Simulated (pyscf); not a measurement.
## Addition across a multiple bond or ene-type step: `[AlH]=[AsH]` + `[SiH4]` → `[SiH3][AlH][AsH2]`

Gas phase, singlet surface, charge 0. Bonds broken: H3–Si7. Bonds formed: As1–H3, Al2–Si7. PySCF, gas phase, ωB97X-D3(BJ)/def2-SVP geometries. Correlated levels are frozen-core, on RHF or UHF. ΔMP2 is the change of the MP2 total energy from the triple- to the quadruple-zeta basis.

Transition state (Å):

```xyz
9

As     1.4787    -1.3266    -1.6621
Al    -0.2656     0.1402    -1.5931
H      0.9113     0.4050    -0.3683
H      1.2273    -1.6334    -0.1938
H     -1.7645     0.7934     1.0732
H     -0.9515     1.3098    -2.4015
Si    -0.2809     0.9002     0.8934
H      0.1018     2.3309     1.0517
H      0.3904     0.0489     1.9123
```

One imaginary mode, 1009i cm⁻¹; descent along it reached the two sides named, in the forms told below.

```csv
bond,change,reactant side (Å),saddle,product side
H3–Si7,breaks,1.511,1.805,5.0
As1–H3,forms,3.5,2.235,1.519
Al2–Si7,forms,3.3,2.6,2.440
```

Electronic energies relative to the separated reactants (kcal/mol):

```csv
level,barrier,reaction energy,reverse barrier
ωB97X-D3(BJ)/def2-TZVP,16.7,-34.0,50.7
PBE/def2-TZVP,9.2,-27.7,36.9
r²SCAN/def2-TZVP,10.7,-28.9,39.6
B3LYP-D3(BJ)/def2-TZVP,15.0,-27.8,42.8
PBE0-D3(BJ)/def2-TZVP,10.9,-31.6,42.5
M06-2X/def2-TZVP,18.5,-26.1,44.5
ωB97M-D3(BJ)/def2-TZVP,19.7,-27.6,47.2
HF/def2-TZVP,37.0,-27.7,64.7
MP2/def2-QZVPP,17.0,-26.5,43.5
CCSD/def2-TZVPP,21.0,-29.0,50.0
CCSD(T)/def2-TZVPP,17.4,-28.2,45.5
CCSD(T)/def2-TZVPP + ΔMP2(QZVPP),16.8,-27.9,44.7
```

With CCSD(T)/def2-TZVPP + ΔMP2(QZVPP) energies and thermal terms (ideal gas, 1 atm, RRHO with modes under 100 cm⁻¹ raised to 100, one conformer, R ln 2 for chiral ones without a mode under 150 cm⁻¹), in kcal/mol:

```csv
T (K),ΔH‡,ΔG‡,ΔH,ΔG
298,16.8,26.4,-26.4,-17.9
600,17.3,36.0,-25.4,-9.7
900,18.0,45.1,-24.2,-2.0
1200,18.7,54.1,-23.1,+5.2
```

On the reactant side the descent ends in a complex (not fully relaxed), 5.9 kcal/mol under the separated species and 22.6 kcal/mol under the saddle at ωB97X-D3(BJ)/def2-TZVP. At the saddle there is also a short Al–H contact that neither side keeps. HAl=AsH lies 6.8 kcal/mol over its isomer Al–AsH₂ [singlet] (electronic energy, ωB97M-D3(BJ)/def2-TZVP). This is the saddle that the search found; another between the same sides may lie lower. The CCSD(T) − MP2 part came from Ansatz, without density fitting, on the same reference. The frozen core leaves the outer d or s,p core shells of the metals and heavy elements correlated in the MP2 and CC values, and def2-TZVPP describes them poorly, which can shift differences by a few kcal/mol. Elements up to Kr have no core potential and no relativistic terms here.
